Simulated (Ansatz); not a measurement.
AsH$_{3}$, singlet: reading a ladder of total energies

Geometry: a PBE0/def2-TZVP stationary point for this spin, not checked as a minimum.

```
atom    x (Å)    y (Å)    z (Å)
  As   0.0002   0.0000  -0.0329
   H   1.2593   0.0140   0.8215
   H  -0.6489   1.0868   0.8116
   H  -0.6239  -1.1021   0.8106
```

Basis cc-pVTZ; Ansatz 0.2.0. Correlated methods freeze the noble-gas cores and the filled d shells of p-block atoms, which leaves 8 electrons in 71 orbitals. Prefix R: restricted or restricted open-shell reference. No spin–orbit coupling is included, and no scalar relativity.

Full CI isn't at hand for all of this; RCCSDT(Q) serves as the reference, and is uncertain by the last step of the cluster series or more.

RCCSD has a T1 diagnostic of 0.012 and a largest doubles amplitude of 0.04.

Runs differ by some tens of microhartree through their thresholds, so steps under 0.03 kcal/mol mean nothing.

```json
{"level": "RHF", "total energy (hartree)": "-2235.973387"}
{"level": "RMP2", "total energy (hartree)": "-2236.130178"}
{"level": "RCCSD", "total energy (hartree)": "-2236.157288"}
{"level": "RCCSD(T)", "total energy (hartree)": "-2236.163043"}
{"level": "RCCSDT", "total energy (hartree)": "-2236.163795"}
{"level": "RCCSDT(Q)", "total energy (hartree)": "-2236.164010"}
```

What is the correlation energy at RCCSDT(Q), and what share of it do RMP2 and RCCSDT recover?

E(corr) = -2236.164010 − (-2235.973387) = -0.190623 hartree = -5.187 eV. RMP2: -0.156791 / -0.190623 = 82.25 %. RCCSDT: -0.190408 / -0.190623 = 99.89 %.

By how many kcal/mol does RCCSD(T) miss RCCSDT(Q) (1 hartree = 627.509 kcal/mol), and which steps make up the rest?

-2236.163043 − (-2236.164010) = 0.000967 hartree = 0.61 kcal/mol. Steps: RCCSDT − RCCSD(T) = -0.47, RCCSDT(Q) − RCCSDT = -0.13 kcal/mol. That is within 1 kcal/mol of the reference in this basis, which itself misses far more of the correlation at the basis-set limit.
